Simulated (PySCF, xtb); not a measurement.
methanethiol (CH4S), SMILES SC.

GFN2-xTB (xtb) at its own geometry gives an orbital gap of 4.57 eV and a dipole moment of 2.34 D.

Geometry optimised at B3LYP-D3(BJ)/def2-TZVP.

Q: What does PBE/def2-TZVPD in PySCF give? (Estimate from the structure and the level; the computed values follow.)

A: gap 4.82 eV (levels -5.60 and -0.77 eV), dipole 1.54 D.
